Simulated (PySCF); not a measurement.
Work out the structure from these simulated measurements.

Formula: C3H3P3.

- Dipole: 0.00 D [CAM-B3LYP/def2-SVPD]
- Triplet: lowest triplet excitation (Tamm–Dancoff): 2.76 eV [TDA CAM-B3LYP/def2-SVPD]
- Rotational structure: rotational constants A, B, C: 2.358, 2.358, 1.179 GHz [PBE0-D3(BJ)/def2-SVP]
- UV, strongest line: among the 10 lowest singlet transitions: S7/S8 at 5.12 eV (242 nm, f = 0.582 summed over these states) [TDDFT CAM-B3LYP/def2-SVPD]
- NMR, other nuclei: isotropic shieldings of nuclei other than C and H, by class: 120 (3 P) ppm [GIAO KT3/pcSseg-2]
- Valence photoelectron: vertical ionisation energy: 9.51 eV [ΔSCF CAM-B3LYP/def2-SVPD]
- Polarisability: 106.8 au [CAM-B3LYP/def2-SVPD]
- 13C NMR: chemical shifts (computed TMS as zero) by class: 174.9 (3 C) ppm [GIAO KT3/pcSseg-2]
- UV, first state: lowest singlet excitation: 3.85 eV (322 nm, f = 0.028) [TDDFT CAM-B3LYP/def2-SVPD]

Electronic properties: PySCF, gas phase, density fitting. Levels stand in brackets. Geometry: PBE0-D3(BJ)/def2-SVP; no solvent, vibrations or thermal averaging. Each NMR value is the plain mean over a class of atoms that symmetry, rotation or inversion makes alike.

Q: Propose a structure and show how it fits.

A: Numbering: `[cH:1]1[p:2][cH:3][p:4][cH:5][p:6]1`. 3 carbons fall into 1 class: aromatic CH carbon [C1/C3/C5] (174.9 ppm, 3 C). The other shieldings belong to: 120 ppm, phosphorus bonded to 2 C [P2/P4/P6]. The vanishing dipole is forced by symmetry. The optimised geometry has point group D3h and is an oblate symmetric top. Structure: `c1pcpcp1`. The assignments are read from this structure; whether some other isomer fits the data as well wasn't checked.
